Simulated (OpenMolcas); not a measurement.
**One shape, several levels: [SiH3]− (SMILES [SiH3-])**

We compute a comparison of 6 runs (HF/STO-3G, M06-2X/STO-3G, UB3LYP/STO-3G, MP2/STO-3G, ACPF/STO-3G, CCSD(T)/STO-3G) of [SiH3]−. 

The calculation is run with OpenMolcas 26.06.

## 1. The system as given

[SiH3]− has 4 atoms, charge -1, and is taken as a singlet. SMILES: `[SiH3-]`. The Si1–H4 distance was set to 2.319 Å, away from the relaxed value. At this shape a bond of the SMILES string is far longer than usual.

Bond lengths: Si1–H2 1.546 Å, Si1–H3 1.546 Å. Angles: H2–Si1–H3 94.1°. A long bond or contact: Si1–H4 2.319 Å.

## 2. The energy at HF/STO-3G (run 1)

test.input

```
>>> EXPORT MOLCAS_PRINT=2

&GATEWAY
 BasLib
 $CurrDir
 BasisSet
 Si.STO-3G....
 Si1 1.143471 -0.432163 -0.005440 angstrom
 End of Basis
 BasisSet
 H.STO-3G....
 H2 1.030371 0.240837 1.381360 angstrom
 H3 0.305271 -1.665163 0.402260 angstrom
 H4 -0.667800 0.712200 -0.891800 angstrom
 End of Basis

&SEWARD

&SCF
 Charge
 -1
 Thresholds
 1e-10 1e-07 1e-07 1e-05
 PrOrbitals
 1 1
```

The basis set STO-3G is read from a file made from the Basis Set Exchange's data (not shown).

The run is started by

```console
$ export MOLCAS_MEM=1860
$ pymolcas test.input > test.log
```

The program printed:

```text
--- Start Module: gateway ---
[...]
--- Stop Module: gateway /rc=_RC_ALL_IS_WELL_ ---
--- Start Module: seward ---
[...]
      Basis functions           12
--- Stop Module: seward /rc=_RC_ALL_IS_WELL_ ---
--- Start Module: scf ---
[...]
       Convergence after  13 Iterations
[...]
::    Total SCF energy                               -286.9802448746
[...]
      Total spin, S                                     0.0000000000
[...]
      Total electronic charge=   18.000000
      Total            charge=   -1.000000
[...]
      Dipole Moment (debye):
      Origin of the operator (angstrom)=    1.0537   -0.4132    0.0241
                   X=  3.5958E+00               Y= -1.9517E+00               Z=  1.1366E+00           Total=  4.2463E+00
      Center of Charge (angstrom)
[...]
--- Stop Module: scf /rc=_RC_ALL_IS_WELL_ ---
[...]
```

It took 1.3 s on 1 thread of Arm Neoverse V2, shared host; peak memory 0.37 GiB.

## 3. The energy at M06-2X/STO-3G (run 2)

test.inp

```
&GATEWAY
  BasLib=$CurrDir
  BasisSet
  Si.STO-3G....
  Si1 1.143471 -0.432163 -0.005440 angstrom
  End of Basis
  BasisSet
  H.STO-3G....
  H2 1.030371 0.240837 1.381360 angstrom
  H3 0.305271 -1.665163 0.402260 angstrom
  H4 -0.667800 0.712200 -0.891800 angstrom
  End of Basis

&SEWARD
  GridInput
  Grid=UltraFine
  End of Grid

&SCF
  Charge=-1
  KSDFT=M062X
  Thresholds=1e-10 1e-07 1e-07 1e-05
  PrOrbitals=1 1
```

The basis set STO-3G is read from a file made from the Basis Set Exchange's data (not shown).

The run is started by

```console
$ export MOLCAS_MEM=1860
$ pymolcas test.inp > test.log
```

The program printed:

```text
--- Start Module: gateway ---
[...]
--- Stop Module: gateway /rc=_RC_ALL_IS_WELL_ ---
--- Start Module: seward ---
[...]
      Basis functions           12
--- Stop Module: seward /rc=_RC_ALL_IS_WELL_ ---
--- Start Module: scf ---
[...]
       Convergence after  12 Iterations
[...]
::    Total KS-DFT energy                            -287.6196679796
[...]
      Total spin, S                                     0.0000000000
[...]
      Total electronic charge=   18.000000
      Total            charge=   -1.000000
[...]
      Dipole Moment (debye):
      Origin of the operator (angstrom)=    1.0537   -0.4132    0.0241
                   X=  3.0275E+00               Y= -1.5936E+00               Z=  8.6050E-01           Total=  3.5279E+00
      Center of Charge (angstrom)
[...]
--- Stop Module: scf /rc=_RC_ALL_IS_WELL_ ---
[...]
```

Run time: 3.6 s. Hardware: 1 thread of Arm Neoverse V2, shared host; peak memory 0.37 GiB.

Runs 3 to 5 aren't shown in full; the table further down has their settings and results.

## 4. The energy at CCSD(T)/STO-3G (run 6)

test.input

```
* H3Si CCSD(T)
>>> EXPORT MOLCAS_PRINT=2
&GATEWAY
BasLib=$CurrDir
BasisSet
Si.STO-3G....
Si1 1.143471 -0.432163 -0.005440 angstrom
End of Basis
BasisSet
H.STO-3G....
H2 1.030371 0.240837 1.381360 angstrom
H3 0.305271 -1.665163 0.402260 angstrom
H4 -0.667800 0.712200 -0.891800 angstrom
End of Basis
&SEWARD
&SCF
Charge=-1
Thresholds=1e-10 1e-07 1e-07 1e-05
PrOrbitals=1 1
&RASSCF
FileOrb=$Project.ScfOrb
Spin=1
Nactel=0 0 0
Inactive=9
Ras2=0
OutOrbitals=Canonical
OrbListing=Nothing
&MOTRA
JobIph
Frozen=5
&CCSDT
CCT
Triples=2
Iterations=80
Accuracy=1e-08
Extrapolation=5 4
```

The basis set STO-3G is read from a file made from the Basis Set Exchange's data (not shown).

The run is started by

```console
$ export MOLCAS_MEM=1860
$ pymolcas test.input > test.log
```

The program printed:

```text
--- Start Module: gateway ---
[...]
--- Stop Module: gateway /rc=_RC_ALL_IS_WELL_ ---
[...]
      Basis functions           12
[...]
       Convergence after  13 Iterations
[...]
::    Total SCF energy                               -286.9802448746
[...]
      Total spin, S                                     0.0000000000
[...]
      Number of active orbitals                  0
[...]
      Spin quantum number                      0.0
[...]
      Active orbitals                            0
[...]
      Number of CSFs                             1
[...]
      Number of root(s) required                 1
[...]
      Convergence after  4 iterations
[...]
      Natural orbitals and occupation numbers for root  1
      ************************************************************************************************************************
      *                                                    Final results                                                     *
      ************************************************************************************************************************
[...]
::    RASSCF root number  1 Total energy:   -286.98024487
[...]
      Total electronic charge=   18.000000
      Total            charge=   -1.000000
[...]
      Dipole Moment (debye):
      Origin of the operator (angstrom)=    1.0537   -0.4132    0.0241
                   X=  3.5958E+00               Y= -1.9517E+00               Z=  1.1366E+00           Total=  4.2463E+00
      Center of Charge (angstrom)
[...]
--- Start Module: motra ---
[...]
      *** WARNING: Default frozen orbitals is overwritten by user input.
      *** Default values:   2
[...]
--- Stop Module: motra /rc=_RC_ALL_IS_WELL_ ---
--- Start Module: ccsdt ---
[...]
      Convergence after                    15  Iterations
      Total energy (diff) :    -287.05996572       0.00000001
[...]
 METHOD                       : CCSD+T(CCSD)+<T3(1)WT1> = CCSD(T)
[...]
       CCSD     =      -287.0599657174378
[...]
--- Stop Module: ccsdt /rc=_RC_ALL_IS_WELL_ ---
[...]
```

It took 1.8 s on 1 thread of Arm Neoverse V2, shared host; peak memory 0.37 GiB.

## 5. All runs side by side

```
run           level  integration grid  scramble  energy (Eh)  HOMO energy (eV)  LUMO energy (eV)  HOMO–LUMO gap (eV)  wall time
  1       HF/STO-3G                 –         –  -286.980245              2.73             15.46               12.73      1.3 s
  2   M06-2X/STO-3G         UltraFine         –  -287.619668              4.25             12.49                8.23      3.6 s
  3   UB3LYP/STO-3G         UltraFine      0.25  -287.639498              5.49             11.33                5.84        6 s
  4      MP2/STO-3G                 –         –  -287.032132              2.73             15.46               12.73      1.4 s
  5     ACPF/STO-3G                 –         –  -287.062345              2.73             15.46               12.73      1.4 s
  6  CCSD(T)/STO-3G                 –         –  -287.060475              2.73             15.46               12.73      1.8 s
```

## 6. What came out

```
                                                    quantity          value
                                         run 6: total energy  -287.06047 Eh
                  run 6: HOMO energy (Hartree–Fock orbitals)        2.73 eV
                  run 6: LUMO energy (Hartree–Fock orbitals)       15.46 eV
run 6: HOMO–LUMO gap (to an unbound level, set by the basis)       12.73 eV
          run 6: correlation energy (5 core orbitals frozen)      -80.2 mEh
                                       run 6: (T) correction      -0.51 mEh
```

Below the HF energy at the same shape and in the same basis (STO-3G): MP2 -51.9 mEh; ACPF -82.1 mEh; CCSD(T) -80.2 mEh. Over runs 1, 2, 3 the HOMO–LUMO gap runs from 5.84 eV (UB3LYP/STO-3G) to 12.73 eV (HF/STO-3G). The empty levels of an anion lie above zero and hang on the basis. Totals of different functionals can't be ranked against each other. In runs 1, 2, 3, 4, 5, 6 the HOMO lies above zero, so the outermost electron may be held by the basis alone. In runs 1, 2, 3, 4, 5, 6 the basis is minimal, so the values are rough. All runs together took 16 s, the longest 6 s.
